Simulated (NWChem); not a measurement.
System: C2H5O anion

```xyz
8

C      0.2257    -1.1799     0.0000
C     -0.4812     0.2089     0.0000
O      0.3469     1.2536     0.0000
H     -0.5038    -2.0172     0.0000
H      0.8706    -1.2688    -0.8915
H      0.8706    -1.2688     0.8915
H     -1.1969     0.1668     0.8918
H     -1.1969     0.1668    -0.8918
```
Atoms are numbered in this order, from 1.

Results from NWChem. Pople sets run with spherical d functions. Coordinates come from a B3LYP/def2-SVPD optimisation. The gas-phase anion has a positive highest level at the geometry level, so the gas reference is doubtful. Level: M06-2X/6-31+G* with SMD (1 M gas to 1 M solution), gas-phase geometry. Reactions with the solvent are ignored.

Problem. Predict the results for solvent dichloromethane. Quantities: solvation free energy (kcal/mol); cavity-dispersion-structure term (kcal/mol).

Solution. 
```json
{
 "solvation free energy (kcal/mol)": "-61.3",
 "cavity-dispersion-structure term (kcal/mol)": "-0.9"
}
```
